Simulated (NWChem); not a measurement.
# oxygen (O2, triplet); SMILES O=O

Computed with NWChem. Pople sets run with spherical d functions. Spin-unrestricted. Structure relaxed at the PBE0/def2-SVP, spin-unrestricted level. No stability test was run on the SCF state. Vertical excitations in the gas phase; the lowest state need not have the same character in each row. Excited states of an open shell can be spin-contaminated.

```json
[
 {"level": "PBE/6-31+G*, TDA", "lowest excitation (eV)": "7.07", "oscillator strength of that lowest state": "0.000", "lowest empty minus highest occupied level, either spin (eV)": "2.27"},
 {"level": "B3LYP/6-31+G*, TDA", "lowest excitation (eV)": "6.60", "oscillator strength of that lowest state": "0.000", "lowest empty minus highest occupied level, either spin (eV)": "5.24"},
 {"level": "LRC-wPBEh/6-31+G*, TDA", "lowest excitation (eV)": "6.62", "oscillator strength of that lowest state": "0.000", "lowest empty minus highest occupied level, either spin (eV)": "9.78"},
 {"level": "BHandHLYP/6-31+G*, TDA", "lowest excitation (eV)": "6.04", "oscillator strength of that lowest state": "0.000", "lowest empty minus highest occupied level, either spin (eV)": "9.80"}
]
```
